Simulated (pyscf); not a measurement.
Single points on ωB97X-D3(BJ)/def2-SVP structures (PySCF, gas phase).

Question: HO–Ti(OH)(OH)–OH (SMILES [OH][Ti]([OH])([OH])[OH]) + HBr (SMILES Br) → HO–Ti(OH)(OH)–Br (SMILES [OH][Ti]([OH])([OH])[Br]) + H₂O (SMILES O)
Surface: singlet. Broken: O–Ti, Br–H. Formed: Br–Ti, H–O. Give ΔE‡ and ΔE from ωB97M-D3(BJ)/def2-TZVP, relative to the separated reactants.

Answer: ΔE‡ = -0.02 eV, ΔE = -0.35 eV. Zero-point energy shifts the barrier by +0.03 eV. It is a four-centre exchange, with an imaginary mode of 538i cm⁻¹. On the reactant side the descent ends in a complex (not fully relaxed), 0.32 eV under the separated species and 0.21 eV under the saddle at ωB97X-D3(BJ)/def2-TZVP. On the product side the descent ends in an adduct with a O–Ti contact (not fully relaxed), 0.50 eV under the separated species and 0.92 eV under the saddle at ωB97X-D3(BJ)/def2-TZVP. At ωB97M-D3(BJ) the saddle lies under the separated reactants, which points to a path from their complex (located at ωB97X-D3(BJ) alone). What is counted as broken (O–Ti) persists as a longer contact in the product adduct; parting that adduct is a step of its own. At ωB97X-D3(BJ) the barrier from the zero used here is -0.11 eV. One saddle was located; it need not be the lowest between these sides. Elements up to Kr have no core potential and no relativistic terms here.
